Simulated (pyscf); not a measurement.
One four-centre exchange on the singlet surface with elements of a group swapped. ωB97M-D3(BJ)/def2-TZVP, kcal/mol, from the separated reactants. PySCF, gas phase, ωB97X-D3(BJ)/def2-SVP geometries.

```json
[
 {"step": "`[ClH]` + `[NH2][Ge]([Cl])([Cl])[Cl]` → `[Cl][Ge]([Cl])([Cl])[Cl]` + `[NH3]`", "barrier": "7.2", "reaction energy": "-10.4", "imaginary mode (i cm⁻¹)": "613"},
 {"step": "`[ClH]` + `[NH2][Sn]([Cl])([Cl])[Cl]` → `[Cl][Sn]([Cl])([Cl])[Cl]` + `[NH3]`", "barrier": "-0.2", "reaction energy": "-17.4", "imaginary mode (i cm⁻¹)": "301"},
 {"step": "`[FH]` + `[NH2][Si]([F])([F])[F]` -> `[F][Si]([F])([F])[F]` + `[NH3]`", "barrier": "[?]", "reaction energy": "[?]", "imaginary mode (i cm⁻¹)": "655"},
 {"step": "`[ClH]` + `[NH2][Si]([Cl])([Cl])[Cl]` → `[Cl][Si]([Cl])([Cl])[Cl]` + `[NH3]`", "barrier": "12.5", "reaction energy": "-5.0", "imaginary mode (i cm⁻¹)": "348"},
 {"step": "`[FH]` + `[NH2][Ge]([F])([F])[F]` → `[F][Ge]([F])([F])[F]` + `[NH3]`", "barrier": "3.0", "reaction energy": "-6.7", "imaginary mode (i cm⁻¹)": "737"}
]
```

**Question.** Fill in the missing entries.

**Answer.** 
- `[FH]` + `[NH2][Si]([F])([F])[F]` -> `[F][Si]([F])([F])[F]` + `[NH3]`, barrier: 8.5
- `[FH]` + `[NH2][Si]([F])([F])[F]` -> `[F][Si]([F])([F])[F]` + `[NH3]`, reaction energy: -17.1

Row 1: On the reactant side the descent ends in a complex, 5.7 kcal/mol under the separated species and 11.3 kcal/mol under the saddle at ωB97X-D3(BJ)/def2-TZVP. On the product side the descent ends in an adduct with a Ge–N contact, 1.6 kcal/mol over the separated species and 15.8 kcal/mol under the saddle at ωB97X-D3(BJ)/def2-TZVP. Row 2: On the reactant side the descent ends in a complex, 5.9 kcal/mol under the separated species and 3.2 kcal/mol under the saddle at ωB97X-D3(BJ)/def2-TZVP. On the product side the descent ends in an adduct with a N–Sn contact (not fully relaxed), 11.2 kcal/mol under the separated species and 27.7 kcal/mol under the saddle at ωB97X-D3(BJ)/def2-TZVP. Row 3: On the reactant side the descent ends in a complex, 6.3 kcal/mol under the separated species and 14.9 kcal/mol under the saddle at ωB97X-D3(BJ)/def2-TZVP. On the product side the descent ends in an adduct with a N–Si contact (not fully relaxed), 5.5 kcal/mol under the separated species and 30.4 kcal/mol under the saddle at ωB97X-D3(BJ)/def2-TZVP. Row 4: On the reactant side the descent ends in a complex, 5.2 kcal/mol under the separated species and 16.3 kcal/mol under the saddle at ωB97X-D3(BJ)/def2-TZVP. On the product side the descent ends in an adduct with a N–Si contact, 4.8 kcal/mol over the separated species and 13.0 kcal/mol under the saddle at ωB97X-D3(BJ)/def2-TZVP. Row 5: On the reactant side the descent ends in a complex, 5.4 kcal/mol under the separated species and 8.1 kcal/mol under the saddle at ωB97X-D3(BJ)/def2-TZVP. On the product side the descent ends in an adduct with a Ge–N contact, 20.9 kcal/mol under the separated species and 29.7 kcal/mol under the saddle at ωB97X-D3(BJ)/def2-TZVP. Each row is the saddle that its search found. Elements up to Kr have no core potential and no relativistic terms here. Elements past Kr carry the def2 core potentials, without spin-orbit coupling.
